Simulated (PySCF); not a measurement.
**Shieldings and the share of exact exchange**

Molecule: `InChI=1S/C4H5F/c1-3-2-4(3)5/h2H2,1H3`.

Atoms are numbered as in `[CH3:1][C:2]1=[C:3]([F:4])[CH2:5]1` (H(Xn): hydrogen on atom n).

GIAO shieldings (ppm, equivalent atoms averaged) in PySCF 2.14.0 with density-fitted response routines on the PBE0-D3(BJ)/def2-SVP geometry, basis pcSseg-2, gas phase, non-relativistic:

| functional | exact exchange (%) | σ(C3) | σ(C5) | σ(C1) | σ(F4) |
| --- | --- | --- | --- | --- | --- |
| BLYP | 0 | 25.5 | 148.3 | 164.6 | 314.5 |
| BP86 | 0 | 30.8 | 152.5 | 168.7 | 315.9 |
| PBE | 0 | 30.7 | 152.6 | 169.2 | 314.0 |
| B3LYP | 20 | 30.3 | 154.4 | 169.1 | 329.0 |
| PBE0 | 25 | 36.4 | 159.6 | 174.1 | 331.4 |
| mPW1PW91 | 25 | 35.7 | 159.0 | 173.2 | 331.7 |
| HF | 100 | 49.8 | 173.9 | 182.0 | 371.6 |

Question: Fit each shielding as a line in the percentage of exact exchange.

Answer: σ(C3) = 29.1 + 0.21 x (rms 2.2 ppm); σ(C5) = 151.6 + 0.23 x (rms 1.9 ppm); σ(C1) = 168.0 + 0.15 x (rms 1.9 ppm); σ(F4) = 316.0 + 0.57 x (rms 1.4 ppm). The functionals also differ in their semilocal parts, which the line can't hold; Hartree–Fock has no correlation at all.

Question: What does the line predict for BHandHLYP (50 %), and what does the run give?

Answer: σ(C3): 39.6 predicted, 37.2 computed; σ(C5): 163.1 predicted, 162.1 computed; σ(C1): 175.5 predicted, 174.5 computed; σ(F4): 344.5 predicted, 347.3 computed ppm.
